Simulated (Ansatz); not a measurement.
```xyz
10

C    -0.2253    1.4319    0.6258
S    -1.2370    0.2063   -0.2066
C     0.0430   -0.8379   -0.9091
S     1.1311   -1.6941    0.2589
H     0.3332    2.0372   -0.0905
H    -0.9033    2.0776    1.1840
H     0.4608    0.9453    1.3203
H    -0.4712   -1.5594   -1.5439
H     0.7108   -0.2506   -1.5433
H     0.1579   -2.3563    0.9043
```

Total charge 0; spin multiplicity 1.

Task: List the r2SCAN/def2-TZVPP orbital energies in eV (Ansatz 0.2.0). (An estimate is asked.)

Result: The calculation gave: Occupied: -2409.19, -2409.11, -274.78, -273.71, -213.61, -213.50, -157.71, -157.61, -157.60, -157.50, -157.44, -157.33, -21.56, -19.64, -17.48, -15.28, -12.11, -11.36, -11.06, -10.25, -9.66, -9.26, -7.96, -6.12, -5.53. Lowest empty: -0.59, 0.67, 0.96, 1.41, 1.70, 2.20, 2.85, 3.15.
